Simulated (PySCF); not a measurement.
Species: benzonitrile radical anion, C₇H₅N (charge -1 and doublet state).
Atom-mapped SMILES: `[N:1]#[C:2][c:3]1[cH:4][cH:5][cH:6][cH:7][cH:8]1` (hydrogens: H9 on C4; H10 on C5; H11 on C6; H12 on C7; H13 on C8)

Theory: PBE0-D3(BJ)/def2-SVP geometry optimisation, gas phase in PySCF 2.14.0.

What internal coordinates does the optimisation give?

```tsv
bond	length (Å)
N1≡C2	1.180
C2–C3	1.398
C3–C4, C3–C8	1.447
C4–C5, C7–C8	1.376
C5–C6, C6–C7	1.420
C4–H9, C8–H13	1.094
C5–H10, C7–H12	1.097
C6–H11	1.092
```

Bonds in one row agree within 0.01 Å and their mean is given. A selection of angles:
```tsv
angle	degrees
N1–C2–C3	179.9
C2–C3–C4	122.0
C4–C3–C8	116.2
C3–C4–C5	121.2
C4–C5–C6	121.9
C5–C6–C7	117.4
```

C4 (carbon bonded to 2 C and H) is planar (angles 121.2°, 120.1° and 118.6°, sum 360.0°, 0.00 Å off the plane of its three neighbours). The 8 heavy atoms lie in one plane (0.000 Å rms). C5 (carbon bonded to 2 C and H) is planar (angles 121.9°, 119.4° and 118.7°, sum 360.0°, 0.00 Å off the plane of its three neighbours). The 7 C–C bonds span 1.376 Å (C7–C8, aromatic) to 1.447 Å (C3–C8, aromatic), a spread of 0.071 Å. C3 (carbon bonded to 3 C) is planar (angles 122.0°, 121.8° and 116.2°, sum 360.0°, 0.00 Å off the plane of its three neighbours). C6 (carbon bonded to 2 C and H) is planar (angles 121.3°, 121.3° and 117.4°, sum 360.0°, 0.00 Å off the plane of its three neighbours).

Point group: C2v (every atom within 0.08 Å of its image). PBE0-D3(BJ)/def2-SVP frequencies: not computed here. ⟨S²⟩ = 0.766 (exact for a doublet: 0.75). Whether the extra electron is bound in the gas phase wasn't checked; a finite basis holds it in any case. The geometry's basis has no diffuse functions, a weakness for an anion.

The run took 47 s wall on x86-64 server, one thread (shared host). That covers the optimisation of the geometry.
